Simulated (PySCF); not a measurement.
Gas-phase reaction: AlHCl2 + AlH → AlCl + AlH2Cl. Level: M06-2X/def2-TZVP†; standard pressure 1 bar.

Energies from PySCF, thermal terms from the rigid-rotor harmonic-oscillator model, ideal gas at 1 bar. † marks an energy on the PBE0/def2-TZVP geometry and frequencies. All species are closed-shell singlets. AlHCl2, AlH2Cl: computed as isolated molecules; such fragments, hydroxides, amides, oligomers or adducts are transient or little studied in the gas. The harmonic model lacks anharmonicity and excited electronic states, which grow with temperature; levels with a mode under 35 cm⁻¹ are left out.

```json
[
 {"T (K)": "600", "1000/T (1/K)": "1.6667", "log10 K": "5.73"},
 {"T (K)": "800", "1000/T (1/K)": "1.2500", "log10 K": "4.33"},
 {"T (K)": "1000", "1000/T (1/K)": "1.0000", "log10 K": "3.48"},
 {"T (K)": "1200", "1000/T (1/K)": "0.8333", "log10 K": "2.91"},
 {"T (K)": "1400", "1000/T (1/K)": "0.7143", "log10 K": "?"},
 {"T (K)": "1600", "1000/T (1/K)": "0.6250", "log10 K": "2.19"}
]
```

Task: Fit log10 K = a + b·(1000/T) to the five rows, get the mean ΔH° and ΔS°, and predict log10 K at 1400 K.

Result: Means: 1000/T = 1.0750, log10 K = 3.728. Sums of products about the means: Sxy = 2.19834, Sxx = 0.647278, so b = Sxy/Sxx = 3.40 and a = 3.728 − (3.40)×1.0750 = 0.07.
ΔH° = −R ln 10 × 1000 K × b = −19.145 × (3.40) = -65 kJ; ΔS° = R ln 10 × a = 1 J/K. The run's own values go from -64 kJ and 2 J/K at 600 K to -66 kJ and 1 J/K at 1600 K.
Prediction at 1400 K: 0.07 + (3.40)×0.7143 = 2.50. The computed value is 2.50, 0.00 from the line.
For scale, ΔH°(298 K) is -63 kJ at this level, -65 kJ at ωB97M-V/def2-TZVP†, and runs from -72 to -56 kJ over the 20 levels computed.
